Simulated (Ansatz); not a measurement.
bcc Mo, treated with revPBE (plane waves, PAW; Ansatz, a quantum-chemistry and plane-wave program).

Run with plane-wave cutoff 520 eV, 24×24×24 k mesh, Fermi–Dirac smearing 0.05 eV, no spin polarisation, scalar-relativistic PAW data made under PBE.

A third-order Birch–Murnaghan fit to the energies gives V0 = 15.942 Å³/atom, B0 = 251 GPa, B′ = 4.3.

```tsv
V (Å³/atom)	P (GPa)
14.985	17.75
15.304	11.20
15.623	[?]
15.941	0.01
16.260	[?]
16.579	[?]
16.898	-12.92
```

Question: Estimate the withheld pressures from this fit; the answers are the runs' own values.

Answer: 
- 15.623, P (GPa): 5.31
- 16.260, P (GPa): -4.76
- 16.579, P (GPa): -9.06

The formula P = (3/2) B0 (x^(7/3) − x^(5/3)) [1 + (3/4)(B′ − 4)(x^(2/3) − 1)] with x = V0/V meets the computed pressures within 0.03 GPa when these rounded values are put in.

Measured, for comparison: bulk modulus 265 GPa (zero-point energy and finite temperature contributions removed, our sources range from 265 to 278; as tabulated in doi:10.1021/acs.jctc.3c00612); equilibrium volume per atom 15.49 Å³/atom (static lattice: zero-point anharmonic expansion removed; as tabulated in Mejia-Rodriguez and Trickey (2018), arXiv:1807.09216). Computed (rounded) less measured: bulk modulus -5 % (-5 % to -10 % over the range), equilibrium volume per atom +2.9 %.

Computed values are for the static lattice.
